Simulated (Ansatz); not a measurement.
A made-up structure of B₂NH₄ (charge -1), closed shell:

```
atom    x (Å)    y (Å)    z (Å)
  B1  -1.0217   0.3455  -0.5165
  B2   0.3528   0.0674   0.4245
  N3   1.0228  -1.1137   0.1577
  H4  -1.7620  -0.5461  -0.8832
  H5   0.8151  -1.9079  -0.4478
  H6   0.8011   0.9427   1.1911
  H7   1.9426  -1.1290   0.6056
```

It is relaxed with PBE-D4/def2-SVPD and then PBE0-D4/def2-TZVPD (Ansatz 0.2.0). Atoms count as bonded within 1.22 times the sum of their covalent radii (H–H: 0.88 Å). The end point is not checked to be a true minimum.

Does its bonding change? (Judge from chemistry; the calculation decides.)

By the calculation: No: no bond forms or breaks.

Where it ends: The first stage lowers the energy by 0.80 eV in 13 steps. It ends as B₂NH₄ ([BH][BH][NH2]), total charge -1:
| atom | x (Å) | y (Å) | z (Å) |
| --- | --- | --- | --- |
| B1 | -1.0349 | 0.0943 | -0.5507 |
| B2 | 0.2303 | -0.2335 | 0.2862 |
| N3 | 1.2585 | -1.2972 | 0.3706 |
| H4 | -2.2024 | 0.2747 | -0.7505 |
| H5 | 1.2855 | -1.9348 | -0.4107 |
| H6 | 0.4160 | 0.7367 | 1.0236 |
| H7 | 2.1976 | -0.9812 | 0.5627 |

The highest PBE0 orbital of the anion lies well above zero, so the extra electron may be unbound in the gas phase

Labels in which every atom is bracketed show which atoms are joined, not bond orders.

For scale, one of the runs: PBE0-D4/def2-TZVPD relaxation, 147 basis functions, launched by `ansatz run in.yaml --threads 2 --pin off --events-out ev --progress --plain --max-ram 4352MiB`. Hardware: 2 CPU threads of an Arm Neoverse N1, shared host. Wall time about 43 s.
